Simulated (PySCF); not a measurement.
Molecule: SMILES C=C(F)C=O, C3H3FO.

Cartesian coordinates in Å; atom numbers follow the order of the lines, from 1:
```xyz
8

C    -1.3480   -0.3209    0.3181
C    -0.1993    0.2778    0.0088
F    -0.0208    1.5935    0.1175
C     1.0046   -0.4374   -0.4869
O     1.0546   -1.6277   -0.6505
H    -2.2094    0.2437    0.6774
H    -1.4062   -1.4038    0.2013
H     1.8712    0.2377   -0.6977
```

Geometry PBE0-D3(BJ)/def2-SVP throughout; GIAO in PySCF, gas phase, one conformer, non-relativistic; equivalent atoms averaged; basis pcSseg-2.

For orientation, WP04 gives these absolute shieldings σ: C4 -21.2, C2 -1.8, C1 60.9, F3 302.3, O5 -315.8, H8 22.36, H7 25.71, H6 26.53 ppm.

A run gave: C4 -3.5, C2 18.0, C1 82.5, F3 279.9, O5 -312.9, H8 21.35, H7 25.36, H6 26.29 ppm (absolute shieldings σ).

Which functional was used in that run?
A. OPBE
B. mPW1PW91
C. wB97X-D
D. HF

## Answers

A. C2 tells them apart best: OPBE gives 18.0, wB97X-D gives 10.5, HF gives 25.9, mPW1PW91 gives 10.8 ppm.
